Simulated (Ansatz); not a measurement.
One geometry of `NC1CCC1`, several functionals.

```yaml
crystal:
  periodic: [false, false, false]
  atoms:
    - {symbol: N, position_ang: [-1.210199, 0.380295, 1.440167]}
    - {symbol: C, position_ang: [-0.596989, -0.220509, 0.276198]}
    - {symbol: C, position_ang: [0.881946, -0.621373, 0.400377]}
    - {symbol: C, position_ang: [1.094662, -0.097361, -1.032435]}
    - {symbol: C, position_ang: [-0.194180, 0.729183, -0.863613]}
    - {symbol: H, position_ang: [-2.139298, 0.718100, 1.215307]}
    - {symbol: H, position_ang: [-1.322002, -0.308398, 2.175762]}
    - {symbol: H, position_ang: [-1.167082, -1.065472, -0.141280]}
    - {symbol: H, position_ang: [1.119610, -1.664673, 0.615867]}
    - {symbol: H, position_ang: [1.373396, 0.021766, 1.134174]}
    - {symbol: H, position_ang: [0.973900, -0.888687, -1.775144]}
    - {symbol: H, position_ang: [2.018985, 0.440308, -1.244887]}
    - {symbol: H, position_ang: [-0.866895, 0.828429, -1.717428]}
    - {symbol: H, position_ang: [0.021048, 1.718993, -0.454266]}
basis:
  gaussian: {orbitals: def2-TZVPP}
hamiltonian: {xc: {name: r2SCANh}, dispersion: d4}
output: {orbitals: {seedname: orbitals}}
```

```sh
$ ansatz run in.yaml --threads 4 --pin off --events-out ev --progress --plain --max-ram 10444MiB
```

It prints (some lines left out):

```
Functional definition: r2SCANh
1406 factors; their error is unknown
mean field evaluation 1: about -5769.0634 eV, gradient 7.7e1 eV
mean field evaluation 2: about -5754.8439 eV, gradient 1.1e2 eV
mean field evaluation 4: about -5782.5245 eV, gradient 4.2e0 eV
mean field evaluation 8: about -5782.5737 eV, gradient 5.3e-2 eV
mean field evaluation 16: about -5782.5285 eV, gradient 3.3e-4 eV
mean field -5782.52854265 eV, -212.5040044037 hartree, gradient 1.2e-5 eV, S^2 0.000000; 0 other end points of the search recorded, 0 dependent functions left out
reference -5782.52855428 eV, -212.5040048312 hartree; 20, 20 occupied and 261, 261 virtual orbitals, 1406 factors
Total energy: -5782.59681286 eV, -212.5065132878 hartree
```

Hardware: 4 threads of an Arm Neoverse V1 on a shared host. Wall time 4.9 s, peak host memory 0.68 GiB.

Changing it to `hamiltonian: {xc: {name: B3LYP}, dispersion: d4}` and forces (abridged; 4.7 s):

```
Functional definition: B3LYP
mean field evaluation 16: about -5786.5095 eV, gradient 9.7e-4 eV
mean field -5786.50950064 eV, -212.6503019116 hartree, gradient 7.3e-5 eV, S^2 0.000000
Total energy: -5786.92335486 eV, -212.6655107737 hartree
Atom 0 force    -0.128706     0.054946     0.168171 eV/Å
Atom 1 force    -0.119826    -0.198778    -0.110354 eV/Å
Atom 2 force     0.198838    -0.139555     0.247591 eV/Å
Atom 3 force     0.243565    -0.047104    -0.257692 eV/Å
Atom 4 force    -0.137298     0.282432    -0.147317 eV/Å
Atom 5 force    -0.014478     0.015343     0.034519 eV/Å
Atom 6 force    -0.017845     0.019657     0.030479 eV/Å
Atom 7 force     0.014466     0.047362     0.038315 eV/Å
Atom 8 force    -0.010573     0.057248    -0.007549 eV/Å
Atom 9 force    -0.013317    -0.061117    -0.032434 eV/Å
Atom 10 force     0.023988     0.048047     0.030899 eV/Å
Atom 11 force    -0.048315    -0.032721     0.006170 eV/Å
Atom 12 force     0.035591    -0.000697     0.046678 eV/Å
Atom 13 force    -0.026090    -0.045062    -0.047476 eV/Å
Dipole moment:    -0.174881    -0.180862    -0.044489 e Å
```

Changing it to `hamiltonian: {xc: {name: BHLYP}, dispersion: d4}` (abridged; 2.9 s):

```
Functional definition: BHLYP
mean field evaluation 16: about -5782.6131 eV, gradient 1.8e-5 eV
mean field -5782.61308854 eV, -212.5071114078 hartree, gradient 1.8e-5 eV, S^2 0.000000
Total energy: -5782.89101782 eV, -212.5173251205 hartree
```

With the line `hamiltonian: {xc: {name: wB97M-V}}` and forces (abridged; 12 s):

```
Functional definition: wB97M-V
mean field evaluation 16: about -5783.3924 eV, gradient 7.3e-5 eV
mean field -5783.39242139 eV, -212.5357513620 hartree, gradient 7.5e-5 eV, S^2 0.000000
Total energy: -5783.39247115 eV, -212.5357531906 hartree
Atom 0 force    -0.121957     0.073117     0.181846 eV/Å
Atom 1 force    -0.054523    -0.207893    -0.175668 eV/Å
Atom 2 force     0.131650    -0.101359     0.199949 eV/Å
Atom 3 force     0.184866    -0.042879    -0.203207 eV/Å
Atom 4 force    -0.117963     0.212052    -0.093344 eV/Å
Atom 5 force     0.036496    -0.015758     0.021974 eV/Å
Atom 6 force    -0.004922     0.036342    -0.026774 eV/Å
Atom 7 force     0.046183     0.075863     0.041761 eV/Å
Atom 8 force    -0.021590     0.080793    -0.022273 eV/Å
Atom 9 force    -0.042424    -0.039019    -0.052319 eV/Å
Atom 10 force     0.003314     0.057893     0.059022 eV/Å
Atom 11 force    -0.078324    -0.041411     0.022433 eV/Å
Atom 12 force     0.053835    -0.013876     0.066323 eV/Å
Atom 13 force    -0.014641    -0.073865    -0.019723 eV/Å
Dipole moment:    -0.176194    -0.182765    -0.045405 e Å
```

With the line `hamiltonian: {xc: {name: revPBE}, dispersion: d4}` (abridged; 2.4 s):

```
Functional definition: revPBE
mean field evaluation 16: about -5784.5271 eV, gradient 1.9e-2 eV
mean field -5784.52709432 eV, -212.5774498228 hartree, gradient 5.1e-5 eV, S^2 0.000000
Total energy: -5785.45835406 eV, -212.6116729871 hartree
```

With the line `hamiltonian: {xc: lda}` (abridged; 1.4 s):

```
Functional definition: SPW92
mean field evaluation 16: about -5733.6018 eV, gradient 5.2e-4 eV
mean field -5733.60183508 eV, -210.7059810642 hartree, gradient 6.1e-6 eV, S^2 0.000000
Total energy: -5733.60187648 eV, -210.7059825856 hartree
```

B3LYP takes the VWN-RPA correlation (the form of Gaussian; ORCA's B3LYP/G).
